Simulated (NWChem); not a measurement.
## Total energies of C (-1)

```
C
```
Charge -1, spin multiplicity 4.

Everything below was run with NWChem.

Basis set: def2-TZVPD (37 functions).

```json
[
 {"method": "UHF", "total energy (Ha)": "-37.70388"},
 {"method": "UMP2", "total energy (Ha)": "-37.79670"},
 {"method": "UB2PLYP", "total energy (Ha)": "-37.86132"},
 {"method": "UPBE", "total energy (Ha)": "-37.84029"},
 {"method": "UB3LYP", "total energy (Ha)": "-37.89860"},
 {"method": "Ur2SCAN", "total energy (Ha)": "-37.87770"}
]
```

Total energies of different functionals aren't comparable as a measure of quality: only differences taken within one method are. 

The correlated methods keep 1 core orbital frozen. B3LYP has NWChem's definition, with VWN1-RPA local correlation. The stability of the SCF solutions was not checked. Open-shell Hartree-Fock references start from PBE0 orbitals.
